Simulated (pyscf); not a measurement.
Thermochemistry of product channels of HO–Ga(OH)–F + NH₃ on the singlet surface, in kJ/mol, from CCSD(T)/def2-TZVPP + ΔMP2(QZVPP) energies (ideal gas, 1 atm, RRHO with modes under 100 cm⁻¹ raised to 100, one conformer, R ln 2 for chiral ones without a mode under 150 cm⁻¹). Single points on ωB97X-D3(BJ)/def2-SVP structures (PySCF, gas phase). Correlated levels are frozen-core, on RHF or UHF. ΔMP2 is the change of the MP2 total energy from the triple- to the quadruple-zeta basis.

```tsv
products	ΔE	ΔH(298 K)	ΔG(900 K)	ΔG(1200 K)
H₂O + H₂N–Ga(OH)–F	+10.7	+8.6	-3.7	-8.7
H₂N–Ga(OH)–OH + HF	+41.7	+37.6	+28.6	+22.9
```

These are energies of the channels, which say nothing of barriers. The CCSD(T) − MP2 part came from Ansatz, without density fitting, on the same reference. The frozen core leaves the outer d or s,p core shells of the metals and heavy elements correlated in the MP2 and CC values, and def2-TZVPP describes them poorly, which can shift differences by a few kcal/mol. Elements up to Kr have no core potential and no relativistic terms here.
